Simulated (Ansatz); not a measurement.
Run this with Ansatz 0.2.0 through its Python package and show what comes out.

Script `dimer_c2hf.py`:
```python
"""Binding of a C2HF dimer at a trial geometry."""

import ansatz as az
import numpy as np

FIRST = [
    ("C", (-0.359, 0.4239, -0.2826)),
    ("C", (0.2805, -0.3584, 0.2354)),
    ("F", (1.0254, -1.2763, 0.8162)),
    ("H", (-0.947, 1.2109, -0.7689)),
]
SECOND = [
    ("C", (4.0837, -0.2608, 2.1672)),
    ("C", (3.248, 0.5069, 2.2059)),
    ("F", (2.2643, 1.3821, 2.242)),
    ("H", (4.8948, -0.9981, 2.1748)),
]

def energy(atoms, ghosts=()):
    molecule = az.Crystal.molecule()
    for symbol, xyz in atoms:
        molecule = molecule.atom(symbol, xyz)
    calc = (
        molecule.calculation()
        .basis(gaussian="def2-SVP")
        .functional("r2SCAN", dispersion="d3bj")
    )
    deck = calc.input()
    if ghosts:
        deck = deck.set(az.key.basis.gaussian.ghost_atoms, [{"symbol": s, "position_ang": list(xyz)} for s, xyz in ghosts])
    return az.Session.from_dict(deck).plan().execute().report["free_energy_ev"]


def main() -> None:
    # ghost atoms carry the functions of the partner
    direction = np.array([0.8544, 0.0372, 0.5183])
    print("shift (A)   counterpoise-corrected interaction (kcal/mol)")
    for shift in (-0.3, 0.0, 0.4, 1.0, 2.0):
        moved = [(s, tuple(np.round(np.array(xyz) + shift * direction, 4))) for s, xyz in SECOND]
        gain = energy(FIRST + moved) - energy(FIRST, moved) - energy(moved, FIRST)
        print(f"{shift:8.2f} {23.060548 * gain:14.3f}")


if __name__ == "__main__":
    main()
```

Running `python dimer_c2hf.py` prints:
```text
shift (A)   counterpoise-corrected interaction (kcal/mol)
DeckWarning: the engine holds no damping parameters fitted to this dispersion correction and functional, so the run takes those fitted to r2scan beside the three-body term, which d3bj leaves out (hamiltonian.dispersion, under Limitations)
   -0.30          0.066
    0.00         -0.471
    0.40         -0.431
    1.00         -0.205
    2.00         -0.063
```
(Warnings from the package without file and line.)

Notes:
- The dimer is a generated trial pose of unrelaxed monomers, not a minimum, so the figure is no binding energy, and the basis set is small.
- A dispersion term here runs with damping parameters fitted for another variant or functional.
- Finished in 40 s on 1 thread of Arm Neoverse V2, with other jobs on the host, peak memory 0.2 GiB.
